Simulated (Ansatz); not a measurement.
C₄H₅FS, SMILES `C=C(C=S)CF` at its PBE0-D4/def2-TZVP geometry, where that method's forces vanish. Charge 0, multiplicity 1.

```xyz
11

C     1.4199    0.4536   -0.0706
C     0.1286    0.1314    0.0660
C    -0.7092    0.9118    0.9509
S    -2.2838    0.6585    1.2308
C    -0.4930   -1.0149   -0.6655
F     0.4322   -1.6477   -1.4659
H     2.0759   -0.1081   -0.7231
H     1.8381    1.2915    0.4753
H    -0.1923    1.7322    1.4534
H    -0.8990   -1.7434    0.0423
H    -1.3173   -0.6648   -1.2936
```

(1) What forces (eV/Å) does r2SCAN-D4/def2-TZVPP give on these atoms in Ansatz 0.2.0? (Best estimate.)

Results:

(1) The calculation gave: 
```
C1   0.329  0.050 -0.059
C2  -0.207  0.031  0.085
C3   0.239  0.029 -0.044
S4  -0.337 -0.052  0.061
C5  -0.263  0.090  0.153
F6   0.241 -0.154 -0.198
H7  -0.011  0.009  0.009
H8  -0.015 -0.013 -0.006
H9   0.041  0.017 -0.002
H10 -0.009 -0.006  0.002
H11 -0.008 -0.001 -0.002
```
